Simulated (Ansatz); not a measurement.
SiH4, triplet: the ladder up to full CI

All five atoms lie in one plane.

Geometry: a PBE0/def2-TZVP stationary point for this spin, not checked as a minimum.

```xyz
5

Si    0.0000    0.0000    0.0000
H    -0.0115    1.0851    1.0776
H    -0.0165   -1.0776    1.0850
H     0.0165    1.0776   -1.0850
H     0.0115   -1.0851   -1.0776
```

Basis cc-pVDZ; Ansatz 0.2.0. Correlated methods freeze the noble-gas cores, which leaves 8 electrons in 33 orbitals. R marks a restricted (for open shells ROHF) determinant, U an unrestricted one. Active spaces: valence = (8e, 8o) chosen from the atoms' valence shells; pair = (4e, 4o) about the gap.

Full CI is exact within this basis and frozen core; it isn't the basis-set limit. The frozen core follows each run's orbitals, which can shift R against U totals by a few meV.

For open shells CISD and CISDTQ are restricted-active-space CI with the open shells as a complete middle space.

The UHF ⟨S²⟩ is 2.023 and the T1 diagnostic (RCCSD) is 0.0176. The largest doubles amplitude (RCCSD) is 0.062 and the T1 diagnostic (UCCSD) is 0.0128.

```csv
level,E − E(full CI) (kJ/mol),share of correlation (%),wall time
RHF,435.0,0.00,–
UHF,416.5,4.26,–
RMP2,95.6,78.02,–
UMP2,99.1,77.22,–
CISD,33.7,92.26,1.1 s
RCCSD,14.5,96.68,–
UCCSD,14.1,96.76,–
RCCSD(T),3.2,99.27,1.2 s
UCCSD(T),3.3,99.24,1.2 s
BCCD(T),3.2,99.26,0.88 s
RCCSDT,0.5,99.89,–
UCCSDT,0.5,99.89,–
CISDTQ,0.8,99.82,4.8 s (H100)
RCCSDT(Q),0.1,99.99,5.5 s
UCCSDT(Q),0.0,99.99,4.8 s
RCCSDTQ,0.0,100.00,9 s (H100)
UCCSDTQ,0.0,100.00,9.5 s (H100)
CASSCF (valence space),269.5,38.05,–
NEVPT2 (valence space),70.0,83.91,2 s
MRCISD (valence space),14.3,96.71,–
MRCISD+Q (valence space),-0.1,100.03,2.7 s
```

The correlation energy at full CI, counted from RHF, is -4.509 eV. That run took 16 s on 5 threads of AMD EPYC 7R13 with a whole H100 80 GB, shared host over 209,099,200 determinants.

Run but not shown, since their state or frozen core can't be matched to the reference's or they repeat it: CASSCF (pair space), NEVPT2 (pair space), MRCISD (pair space), MRCISD+Q (pair space).

Times hold each run's SCF and search for its determinant on a shared host, so for small cases they say little of a method's own cost; rows without a card ran on 1 thread of AMD EPYC 7R13.

The full-CI state has the irrep B3u of D2h, in the program's axes (one component, if the state is degenerate).

Natural occupations of full CI about the gap: 1.956 1.935 1.935 1.010 0.982 0.045 0.022 0.022 0.014 0.013; effectively unpaired electrons, Σ n²(2−n)², 2.05.
